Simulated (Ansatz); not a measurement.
Ansatz (a first-principles code) input (CCSD(T)/aug-cc-pVDZ):

Ansatz 0.2 input:
```yaml
crystal:
  periodic: [false, false, false]
  atoms:
    - {symbol: N, position_ang: [-0.15425100, 0.63571218, 0.00349027]}
    - {symbol: N, position_ang: [0.15425100, -0.63571218, -0.00349027]}
    - {symbol: H, position_ang: [-0.32662509, 1.10030571, 0.88708063]}
    - {symbol: H, position_ang: [-0.33611639, 1.10767314, -0.87427379]}
    - {symbol: H, position_ang: [0.33611639, -1.10767314, 0.87427379]}
    - {symbol: H, position_ang: [0.32662509, -1.10030571, -0.88708063]}
basis:
  gaussian:
    orbitals: aug-cc-pVDZ
total_charge: 1
magnetization: {spin_polarized: true, initial_magnetization: 1}
correlation: {method: ccsd_t, electrons: outside_noble_gas}
output: {forces: true}
```

End of the output:

```
integrals: 0.12 GiB planned
792 factors; integrals over basis functions are off by at most 6.9e-4 eV
mean field: 0.19 GiB planned
mean field evaluation 1: about -3015.3485 eV, gradient 3.0e1 eV
mean field evaluation 2: about -3015.3747 eV, gradient 3.0e1 eV
mean field evaluation 4: about -3018.9592 eV, gradient 1.7e0 eV
mean field evaluation 8: about -3018.9839 eV, gradient 1.8e-1 eV
mean field evaluation 16: about -3018.9494 eV, gradient 4.1e-1 eV
mean field -3018.98446397 eV, -110.9456327098 hartree, gradient 2.7e-6 eV, S^2 0.770795; 0 other end points of the search recorded, 0 dependent functions left out
2 core orbitals not correlated
reference -3018.98446397 eV, -110.9456327098 hartree; 7, 6 occupied and 73, 74 virtual orbitals, 792 factors
densities: 0.68 GiB planned
second order -9.13903681 eV of doubles, -0.00000000 eV of singles
coupled cluster: 0.46 GiB planned
cycle   1  -9.52335876 eV  change   -3.8e-1 eV  update   5.7e-2
cycle   2  -9.77302967 eV  change   -2.5e-1 eV  update   1.9e-2
cycle   3  -9.80971849 eV  change   -3.7e-2 eV  update   7.0e-3
cycle   4  -9.80843616 eV  change    1.3e-3 eV  update   2.0e-3
cycle   5  -9.80846372 eV  change   -2.8e-5 eV  update   5.0e-4
cycle   6  -9.80848439 eV  change   -2.1e-5 eV  update   1.4e-4
cycle   7  -9.80849648 eV  change   -1.2e-5 eV  update   3.8e-5
cycle   8  -9.80849613 eV  change    3.5e-7 eV  update   1.2e-5
cycle   9  -9.80849413 eV  change    2.0e-6 eV  update   4.1e-6
cycle  10  -9.80849500 eV  change   -8.8e-7 eV  update   1.3e-6
perturbative correction -0.27465104 eV, -0.0100932396 hartree
the calculation of the forces begins
Total energy: -3029.06761002 eV, -111.3161814924 hartree
Atom 0 at    -0.154251     0.635712     0.003490 Å, force    -0.055321     0.470889     0.002268 eV/Å
Atom 1 at     0.154251    -0.635712    -0.003490 Å, force     0.055321    -0.470889    -0.002268 eV/Å
Atom 2 at    -0.326625     1.100306     0.887081 Å, force    -0.047254     0.104550     0.265952 eV/Å
Atom 3 at    -0.336116     1.107673    -0.874274 Å, force    -0.050113     0.106769    -0.264543 eV/Å
Atom 4 at     0.336116    -1.107673     0.874274 Å, force     0.050113    -0.106769     0.264543 eV/Å
Atom 5 at     0.326625    -1.100306    -0.887081 Å, force     0.047254    -0.104550    -0.265952 eV/Å
Dipole moment:     0.000000    -0.000000    -0.000000 e Å
```
